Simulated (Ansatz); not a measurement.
# C₂H₂S₂: small, medium and large basis sets

The task here is to estimate one member of a computed series from the others.

The runs use Ansatz 0.2.0, Gaussian basis; one geometry, several basis sets.

The runs, in order: PBE0-D4/def2-SVP; ωB97M-V/def2-SVP; PBE0-D4/def2-QZVPP; ωB97M-V/def2-QZVPP; the functionals' def2-TZVPP values are taken from earlier runs.

## Structure used throughout

The geometry comes from an earlier relaxation with PBE0-D4 in a triple-zeta def2 set; it is a stationary point.

SMILES `C#CSS`, 6 atoms, charge 0, spin multiplicity 1.

Atoms are counted from 1 here; the program's logs count them from 0.

Bond lengths: C1–C2 1.205 Å, C1–H5 1.064 Å, C2–S3 1.676 Å, S3–S4 2.055 Å, S4–H6 1.347 Å. Angles: C2–C1–H5 179.5°, C1–C2–S3 176.0°, C2–S3–S4 103.9°, S3–S4–H6 97.7°.

As a file:

```xyz
6
C2H2S2
C     1.7199    0.5374   -0.0168
C     0.7631   -0.1409    0.2604
S    -0.5104   -1.1201    0.7400
S    -1.9600   -0.7718   -0.6741
H     2.5629    1.1359   -0.2702
H    -2.5334    0.2955   -0.0854
```

Set-up of the first run:

in.yaml

```yaml
crystal:
  periodic: [false, false, false]
  atoms:
    - {symbol: C, position_ang: [1.719934, 0.537379, -0.016845]}
    - {symbol: C, position_ang: [0.763064, -0.140935, 0.260375]}
    - {symbol: S, position_ang: [-0.510410, -1.120141, 0.739981]}
    - {symbol: S, position_ang: [-1.959974, -0.771755, -0.674104]}
    - {symbol: H, position_ang: [2.562859, 1.135946, -0.270217]}
    - {symbol: H, position_ang: [-2.533372, 0.295507, -0.085391]}
basis:
  gaussian: {orbitals: def2-SVP}
hamiltonian: {xc: pbe0, dispersion: d4}
output: {orbitals: {seedname: orbitals}}
```

On the command line:

```bash
$ ansatz run in.yaml --threads 2 --pin off --events-out ev --progress --plain --max-ram 4352MiB
```

Steps of the session up to this table: PBE0-D4 in def2-SVP; ωB97M-V in def2-SVP; PBE0-D4 in def2-QZVPP; ωB97M-V in def2-QZVPP.

One of the session's tables, all rows but one given; the rest of the session is left out.

It belongs to the step «Density functionals: the series». 

```
functional       basis  HOMO (eV)
   PBE0-D4    def2-SVP          ?
   PBE0-D4  def2-TZVPP      -7.03
   PBE0-D4  def2-QZVPP      -7.05
   ωB97M-V    def2-SVP      -9.03
   ωB97M-V  def2-TZVPP      -9.11
   ωB97M-V  def2-QZVPP      -9.14
```

Q: Estimate the row for PBE0-D4, def2-SVP from the others.

The run gave: HOMO (eV): -6.98. In the column «HOMO (eV)» it is the highest.
